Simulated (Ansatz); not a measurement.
# CH7Al: a nudged elastic band, and a look at its input

A nudged elastic band is wanted. The input is run as typed. The step meant is a four-centre ligand exchange at charge 0 and multiplicity 1, which changes Al1–H6, C2–H5, Al1–C2, H5–H6.

Program: Ansatz 0.2.0, Gaussian basis. Level of theory: PBE0-D4/def2-SVP. These are calculated values, not measurements.

## 1. The structure

```
atom    x (Å)    y (Å)    z (Å)
 Al1  -0.5355  -0.1918  -0.7192
  C2   0.4808  -0.7787   0.8478
  H3   0.1263  -0.2200  -2.1657
  H4  -2.0928   0.1121  -0.6022
  H5   0.1872   1.8291  -0.1218
  H6  -0.2126   2.0246  -0.7331
  H7   0.1096  -0.3466   1.7810
  H8   1.5492  -0.5620   0.7667
  H9   0.3876  -1.8667   0.9466
```

## 2. The run

run/in.yaml reads:

```yaml
crystal:
  periodic: [false, false, false]
  atoms:
    - {symbol: Al, position_ang: [-0.535490, -0.191802, -0.719187]}
    - {symbol: C, position_ang: [0.480760, -0.778712, 0.847836]}
    - {symbol: H, position_ang: [0.126304, -0.219952, -2.165733]}
    - {symbol: H, position_ang: [-2.092787, 0.112150, -0.602223]}
    - {symbol: H, position_ang: [0.187241, 1.829129, -0.121838]}
    - {symbol: H, position_ang: [-0.212559, 2.024576, -0.733082]}
    - {symbol: H, position_ang: [0.109626, -0.346611, 1.780984]}
    - {symbol: H, position_ang: [1.549245, -0.561983, 0.766667]}
    - {symbol: H, position_ang: [0.387560, -1.866695, 0.946575]}
basis:
  gaussian: {orbitals: def2-SVP}
hamiltonian: {xc: pbe0, dispersion: d4}
neb:
  images: 0
  climbing: true
  max_iterations: 30
  initial_path: idpp
  final_atoms:
    - {symbol: Al, position_ang: [-0.792962, 0.436110, -1.219499]}
    - {symbol: C, position_ang: [0.656454, -0.365131, 1.010603]}
    - {symbol: H, position_ang: [0.087820, -0.472433, -2.177472]}
    - {symbol: H, position_ang: [-2.140643, -0.132510, -0.603621]}
    - {symbol: H, position_ang: [0.548459, 0.663845, 0.640864]}
    - {symbol: H, position_ang: [-0.460178, 1.983741, -1.082665]}
    - {symbol: H, position_ang: [0.254382, -0.395910, 2.021518]}
    - {symbol: H, position_ang: [1.717432, -0.607808, 1.002557]}
    - {symbol: H, position_ang: [0.129136, -1.109803, 0.407715]}
```

Command:

```bash
$ ansatz run in.yaml --threads 2 --pin off --events-out ev --progress --plain --max-ram 4352MiB
```

Before running it: what results should come out? Wanted: this run.

The runs gave:

| quantity | value |
| --- | --- |
| this run | refused |
| fault | no images |

**Reading.** A band needs at least one image.
